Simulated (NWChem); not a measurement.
System: SiF₄; SMILES F[Si](F)(F)F

Excerpt of the output:

```
             Northwest Computational Chemistry Package (NWChem) 7.3.0
             --------------------------------------------------------

 C1  symmetry detected

                             Geometry "geometry" -> ""
                             -------------------------

 Output coordinates in angstroms (scale by  1.889725989 to convert to a.u.)

  No.       Tag          Charge          X              Y              Z
 ---- ---------------- ---------- -------------- -------------- --------------
    1 F                    9.0000     0.47467085     0.05712152     1.51237669
    2 Si                  14.0000    -0.00000392     0.00000439    -0.00000593
    3 F                    9.0000    -0.18763956     1.47537688    -0.55133272
    4 F                    9.0000    -1.37898748    -0.77830925    -0.09230489
    5 F                    9.0000     1.09196230    -0.75419597    -0.86872985

 Effective nuclear repulsion energy (a.u.)     267.4362909856

                                Z-matrix (autoz)
                                --------

 Units are Angstrom for bonds and degrees for angles

      Type          Name      I     J     K     L     M      Value
      ----------- --------  ----- ----- ----- ----- ----- ----------
    1 Stretch                  1     2                       1.58615
    2 Stretch                  2     3                       1.58616
    3 Stretch                  2     4                       1.58615
    4 Stretch                  2     5                       1.58616
    5 Bend                     1     2     3               109.47086
    6 Bend                     1     2     4               109.47091
    7 Bend                     1     2     5               109.47034
    8 Bend                     3     2     4               109.47217
    9 Bend                     3     2     5               109.47212
   10 Bend                     4     2     5               109.47091

                           NWChem Geometry Optimization
                           ----------------------------

 maximum gradient threshold         (gmax) =   0.000450
 rms gradient threshold             (grms) =   0.000300
 maximum cartesian step threshold   (xmax) =   0.001800
 rms cartesian step threshold       (xrms) =   0.001200
 fixed trust radius                (trust) =   0.300000
 source of zmatrix                         =   autoz

          -------------------
          Energy Minimization
          -------------------

 Using diagonal initial Hessian
 Scaling for Hessian diagonals: bonds = 1.00  angles = 0.25  torsions = 0.10

          --------
          Step   0

                                 NWChem DFT Module
                                 -----------------

 Summary of "ao basis" -> "ao basis" (spherical)
 ------------------------------------------------------------------------------
       Tag                 Description            Shells   Functions and Types
 ---------------- ------------------------------  ------  ---------------------
 F                          def2-svp                 6       14   3s2p1d
 Si                         def2-svp                 8       18   4s3p1d

            General Information
            -------------------
          SCF calculation type: DFT
          Wavefunction type:  closed shell.
          No. of atoms     :     5
          No. of electrons :    50
           Alpha electrons :    25
            Beta electrons :    25
          Charge           :     0
          Spin multiplicity:     1
          Use of symmetry is: off; symmetry adaption is: off
          Maximum number of iterations: 150
          AO basis - number of functions:    74
                     number of shells:    32
          Convergence on energy requested:  1.00D-06
          Convergence on density requested:  1.00D-05
          Convergence on gradient requested:  5.00D-04

              XC Information
              --------------
                        Slater Exchange Functional  1.000 local
                      VWN V Correlation Functional  1.000 local

             Grid Information
             ----------------
          Grid used for XC integration:  medium
          Radial quadrature: Mura-Knowles
          Angular quadrature: Lebedev.
          Tag              B.-S. Rad. Rad. Pts. Rad. Cut. Ang. Pts.
          ---              ---------- --------- --------- ---------
          F                   0.50       49           7.0       434
          Si                  1.10       88           6.0       590
          Grid pruning is: on
          Number of quadrature shells:   284
          Spatial weights used:  Erf1

      Superposition of Atomic Density Guess
      -------------------------------------

 Sum of atomic energies:        -685.90858980

      Non-variational initial energy
      ------------------------------

[...]

      ----------------------
      Optimization converged
      ----------------------

  Step       Energy      Delta E   Gmax     Grms     Xrms     Xmax
  ---- ---------------- -------- -------- -------- -------- --------
@    2    -685.03727093  2.6D-08  0.00000  0.00000  0.00001  0.00002
                                     ok       ok       ok       ok

                                Z-matrix (autoz)
                                --------

 Units are Angstrom for bonds and degrees for angles

      Type          Name      I     J     K     L     M      Value     Gradient
      ----------- --------  ----- ----- ----- ----- ----- ---------- ----------
    1 Stretch                  1     2                       1.58433   -0.00000
    2 Stretch                  2     3                       1.58433    0.00000
    3 Stretch                  2     4                       1.58433    0.00000
    4 Stretch                  2     5                       1.58433    0.00000
    5 Bend                     1     2     3               109.47139   -0.00000
    6 Bend                     1     2     4               109.47189    0.00000
    7 Bend                     1     2     5               109.47155    0.00000
    8 Bend                     3     2     4               109.47083    0.00000
    9 Bend                     3     2     5               109.47116   -0.00000
   10 Bend                     4     2     5               109.47051   -0.00000

                         Geometry "geometry" -> "geometry"
                         ---------------------------------

 Output coordinates in angstroms (scale by  1.889725989 to convert to a.u.)

  No.       Tag          Charge          X              Y              Z
 ---- ---------------- ---------- -------------- -------------- --------------
    1 F                    9.0000     0.47412806     0.05705976     1.51065095
    2 Si                  14.0000     0.00000228     0.00000006     0.00000674
    3 F                    9.0000    -0.18742772     1.47366609    -0.55070439
    4 F                    9.0000    -1.37740005    -0.77740530    -0.09220989
    5 F                    9.0000     1.09069962    -0.75332305    -0.86774011

 Effective nuclear repulsion energy (a.u.)     267.7443726846

                Final and change from initial internal coordinates
                --------------------------------------------------

                                Z-matrix (autoz)
                                --------

 Units are Angstrom for bonds and degrees for angles

[...]

 Rotational Constants
 --------------------
 A=   0.132564 cm-1  (  0.190726 K)
 B=   0.132563 cm-1  (  0.190725 K)
 C=   0.132563 cm-1  (  0.190724 K)

 Temperature                      =   298.15K
 frequency scaling parameter      =   1.0000

 Zero-Point correction to Energy  =    7.792 kcal/mol  (  0.012418 au)
 Thermal correction to Energy     =   10.974 kcal/mol  (  0.017488 au)
 Thermal correction to Enthalpy   =   11.566 kcal/mol  (  0.018432 au)

 Total Entropy                    =   73.313 cal/mol-K
   - Translational                =   39.816 cal/mol-K (mol. weight = 103.9705)
   - Rotational                   =   26.029 cal/mol-K (symmetry #  =        1)
   - Vibrational                  =    7.467 cal/mol-K

 Cv (constant volume heat capacity) =   15.883 cal/mol-K
   - Translational                  =    2.979 cal/mol-K
   - Rotational                     =    2.979 cal/mol-K
   - Vibrational                    =    9.925 cal/mol-K

[normal modes left out]

 ----------------------------------------------------------------------------
 Normal Eigenvalue ||           Projected Infra Red Intensities
  Mode   [cm**-1]  || [atomic units] [(debye/angs)**2] [(KM/mol)] [arbitrary]
 ------ ---------- || -------------- ----------------- ---------- -----------
    1       -0.000 ||    0.000000           0.000         0.000       0.000
    2       -0.000 ||    0.000000           0.000         0.000       0.000
    3       -0.000 ||    0.000000           0.000         0.000       0.000
    4       -0.000 ||    0.000000           0.000         0.000       0.000
    5        0.000 ||    0.000000           0.000         0.000       0.000
    6        0.000 ||    0.000000           0.000         0.000       0.000
    7      239.567 ||    0.000000           0.000         0.000       0.000
    8      239.571 ||    0.000000           0.000         0.000       0.000
    9      357.845 ||    0.045207           1.043        44.070       9.327
   10      357.846 ||    0.045207           1.043        44.070       9.327
   11      357.847 ||    0.045207           1.043        44.070       9.327
   12      777.545 ||    0.000000           0.000         0.000       0.000
   13     1041.022 ||    0.197130           4.548       192.172      40.672
   14     1041.023 ||    0.197132           4.548       192.174      40.673
   15     1041.031 ||    0.197133           4.548       192.175      40.673
 ----------------------------------------------------------------------------
```

Level: LDA (Slater exchange, VWN5)/def2-SVP. The printed entropy takes a lower symmetry number than the molecule has.

Q: Write an input that gives this output.

A: This is not unique; one that fits is the input that was run:
```
start job
memory heap 200 mb stack 900 mb global 1100 mb
geometry units angstroms
  F      1.359340     0.737951     0.351338
  Si    -0.000018    -0.000010    -0.000001
  F     -1.110115     1.076529    -0.353046
  F     -0.473388    -0.858188     1.247131
  F      0.224137    -0.956338    -1.245425
end
basis spherical
  * library def2-svp
end
dft
  xc slater vwn_5
  iterations 150
end
driver
  maxiter 120
end
task dft optimize
task dft freq
```
